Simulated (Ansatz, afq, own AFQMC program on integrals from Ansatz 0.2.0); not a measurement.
## GeH⁺, singlet in cc-pVTZ along one coordinate

```xyz
2

Ge    0.0000    0.0000    0.0000
H     0.0000    0.0000    1.5886
```

The Ge1–H2 distance is changed with both sides rigid. Energies in mEh count from this geometry (1.589 Å) at the same level; the start stands on RHF, each point on the determinant named.

Basis cc-pVTZ. Noble-gas cores (and the filled d shells of Ga–Kr and In–Xe) are frozen. Integrals, coupled cluster, full CI and functionals: Ansatz 0.2.0; the random walks run on the same integrals in our own AFQMC program. ph-AFQMC/CISD is guided by a CISD state made of CCSD amplitudes; releasing the constraint for a short imaginary time cuts its bias at the price of noise, slowly where states lie close. Uncertainties: one standard error, sampling alone. No spin–orbit coupling.

Cautions, each for one point or more: higher spins were not checked; inner d shell frozen; no relativity below Rb; no spin-orbit coupling; released walk and highest rung disagree; restricted determinant unstable towards unrestricted; strong correlation.

| r(Ge1–H2) / Å | det. | T1 | weight | CCSD | B3LYP | CCSD(T) |
| --- | --- | --- | --- | --- | --- | --- |
| 1.447 | RHF | 0.010 | 0.93 | 6.5 | 6.8 | 6.6 |
| 1.741 | RHF | 0.012 | 0.93 | 5.4 | 4.8 | 5.2 |
| 2.196 | RHF | 0.021 | 0.90 | 46.9 | 46.3 | 45.9 |

Question: Estimate the curve of CCSDT(Q), counted from the same start.

Answer: 
| r(Ge1–H2) / Å | det. | T1 | weight | CCSDT(Q) | ph-AFQMC/CISD |
| --- | --- | --- | --- | --- | --- |
| 1.447 | RHF | 0.010 | 0.93 | 6.7 | 6.3 ± 0.2 |
| 1.741 | RHF | 0.012 | 0.93 | 5.2 | 5.2 ± 0.1 |
| 2.196 | RHF | 0.021 | 0.90 | 45.7 | 45.7 ± 0.3 |

Weight is that of the determinant in the CISD state; at the start T1 is 0.010 and the weight 0.93. Largest departures from CCSDT(Q), at the points where its series has closed: CCSD(T) 0.3 mEh at 2.196 (on RHF), ph-AFQMC/CISD -0.4 mEh at 1.447 (on RHF), CCSD 1.2 mEh at 2.196 (on RHF), B3LYP 0.6 mEh at 2.196. Functionals count only at points shown to share the start's state and spin.

CCSDT and higher add their correlation energy to the determinant of the CCSD(T) run, since their own runs factorise the integrals more tightly (a shift of under 2 meV). A walk keeps the symmetry of its determinant, which the program's search chose and which needn't be the lowest solution, so a lower state of the same spin and another symmetry isn't excluded.
